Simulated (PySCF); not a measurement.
# Magnetic susceptibility: `[OH3+]`, [H₃O]+, charge +1

Molfile (atoms numbered from 1):
```
H3O
     RDKit          3D

  4  3  0  0  0  0  0  0  0  0999 V2000
    0.0020    0.0021    0.2005 O   0  0  0  0  0  0  0  0  0  0  0  0
   -0.4678   -0.8157   -0.0719 H   0  0  0  0  0  0  0  0  0  0  0  0
   -0.4692    0.8168   -0.0789 H   0  0  0  0  0  0  0  0  0  0  0  0
    0.9451    0.0016   -0.0725 H   0  0  0  0  0  0  0  0  0  0  0  0
  1  2  1  0
  1  3  1  0
  1  4  1  0
M  CHG  1   1   1
M  END
```

Computed, not measured: PySCF, GIAO B3LYP/aug-pcSseg-1 magnetisability, rotational g tensor and spin-rotation constants, non-relativistic, gas phase. Geometry: PBE0-D3(BJ)/def2-SVP.

For an ion the centre-of-mass motion in the field is neglected.

How diamagnetic is it, and how anisotropic?

Isotropic -205 × 10⁻³⁰ J/T², or -12.4 × 10⁻⁶ cm³/mol; principal values -206, -206, -203 × 10⁻³⁰ J/T², anisotropy 3 × 10⁻³⁰ J/T² (root of half the summed squared differences of the principal values). The susceptibility is in cgs units.

Split it along the inertial axes a, b, c into diamagnetic and paramagnetic parts about the centre of mass, with the quadrupole moment.


```
axis  χ (10⁻⁶ cm³/mol)  diamagnetic (10⁻⁶ cm³/mol)  paramagnetic (10⁻⁶ cm³/mol)  summed x² of all electrons (Å²)  quadrupole Θ (D Å)
   a             -12.4                       -14.2                          1.7                              1.9               +1.82
   b             -12.4                       -14.2                          1.7                              1.9               +1.82
   c             -12.2                       -15.8                          3.6                              1.5               -3.65
```
Anisotropies 2χaa − χbb − χcc = -0.2 and 2χbb − χaa − χcc = -0.2 × 10⁻⁶ cm³/mol. Θ is traceless in Buckingham's convention.

And the rotational g tensor?


| axis | rotational constant (GHz) | g | nuclear part | electronic part |
| --- | --- | --- | --- | --- |
| a | 329.2921 | +0.7228 | 0.9898 | -0.2670 |
| b | 329.1805 | +0.7225 | 0.9894 | -0.2669 |
| c | 188.1749 | +0.6804 | 0.9995 | -0.3191 |

Oblate top; isotopes 1H, 16O; no vibrational averaging.
